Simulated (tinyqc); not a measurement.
Inside a calculation (part 2 of 2). Method: RHF in the sto-6g basis, for HF, spin multiplicity 1. Computed by tinyqc, a small Python program that keeps every step (integrals from PySCF). Command: `OMP_NUM_THREADS=1 python tinyqc.py 28256 28257 out.jsonl` (the two numbers bound the seeds that draw the settings). One thread of a shared host (Intel(R) Xeon(R) Processor @ 2.60GHz), about 0.1 s of CPU time with the checks.

Geometry (angstrom):
```
atom         x         y         z
F     0.000000  0.000000  0.000000
H     0.000000  0.000000  0.823000
```

## Convergence

Stop when the energy changes by less than 1e-09 hartree and every element of the error matrix X^T (F D S - S D F) X is below 9e-06.

Course of the cycle:
```
iteration    E (hartree)     change  largest element of the error matrix
1          -100.53052220          -                             1.22e+00
2           -99.45099269   1.08e+00                             1.76e-01
3           -99.47246234  -2.15e-02                             2.85e-02
4           -99.47321335  -7.51e-04                             3.85e-03
5           -99.47322019  -6.85e-06                             1.04e-04
6           -99.47322020  -4.56e-09                             1.37e-06
7           -99.47322020  -1.73e-12                             1.04e-08
```

PySCF RHF in the same basis = -99.47322020 hartree

Converged in 7 iterations.

## Populations, bond orders and dipole

D after iteration 7, lower triangle:
```
            1F 1s      1F 2s    1F 2px    1F 2py    1F 2pz     2H 1s
1F 1s    2.111341
1F 2s   -0.480800   2.136666
1F 2px   0.000000   0.000000  2.000000
1F 2py   0.000000   0.000000  0.000000  2.000000
1F 2pz   0.070248  -0.471938  0.000000  0.000000  1.061968
2H 1s   -0.004440  -0.165012  0.000000  0.000000  0.737566  0.526124
```

overlap S, lower triangle:
```
           1F 1s     1F 2s    1F 2px    1F 2py    1F 2pz     2H 1s
1F 1s   1.000000
1F 2s   0.232479  1.000000
1F 2px  0.000000  0.000000  1.000000
1F 2py  0.000000  0.000000  0.000000  1.000000
1F 2pz  0.000000  0.000000  0.000000  0.000000  1.000000
2H 1s   0.062811  0.516795  0.000000  0.000000  0.378656  1.000000
```

Mulliken: Z minus the diagonal of D S on the atom; Loewdin: the same with S^(1/2) D S^(1/2); Mayer order: 2 sum_s sum (D(s) S)_ij (D(s) S)_ji over the two atoms.

Charges (e):
```
atom   Mulliken    Loewdin
1F    -0.280149  -0.192136
2H     0.280149   0.192136
```

Mayer bond orders:
```
pair     order
2-1   0.921516
```

dipole moment about the origin, x y z (debye): 0.000000  0.000000  1.413260
